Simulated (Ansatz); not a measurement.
Geometry optimisation, RKS CAM-B3LYP/6-31G* in Ansatz.

Input:

```yaml
crystal:
  periodic: [false, false, false]
  atoms:
    - { symbol: Si, position_ang: [0.0, 0.0, 0.0] }
    - { symbol: H, position_ang: [0.0, 0.0, 1.46] }
    - { symbol: H, position_ang: [1.3768, 0.0, -0.4862] }
    - { symbol: O, position_ang: [-0.7913, 1.3709, -0.5594] }
    - { symbol: H, position_ang: [-1.7491, 1.1401, -0.7818] }
    - { symbol: H, position_ang: [-0.6877, -1.1914, -0.4862] }
basis:
  gaussian: { orbitals: "6-31G*" }
hamiltonian:
  xc: cam_b3lyp
relax:
  f_tol: 0.02
  max_steps: 40
output:
  orbitals: {}
```

Launched with:

```bash
$ ansatz run input.yaml --threads 1 --pin off --max-ram 2048MiB --backend cpu --events-out ev --progress --plain --runs-dir out
```

Where does it end, and by what steps?

The run converged. After 5 steps the energy has fallen by 0.107 eV; H5 moved furthest, 0.30 Å.

```tsv
step	energy less start (eV)	largest force component (eV/Å)	accepted
0	0.0000	1.793	yes
1	-0.0729	0.610	yes
2	-0.0875	0.297	yes
3	-0.1061	0.047	yes
4	-0.1071	0.031	yes
5	-0.1075	0.004	yes
```

```xyz
6
Properties=species:S:1:pos:R:3
Si -0.022 -0.029 -0.040
H -0.094 0.019 1.446
H 1.390 0.054 -0.467
O -0.794 1.257 -0.747
H -1.738 1.352 -0.574
H -0.594 -1.334 -0.471
```

Whether the end is a true minimum wasn't checked by a vibrational analysis.

Run time: 7.9 s on 1 thread of Arm Neoverse V1, on a shared host, peak memory 0.1 GiB.
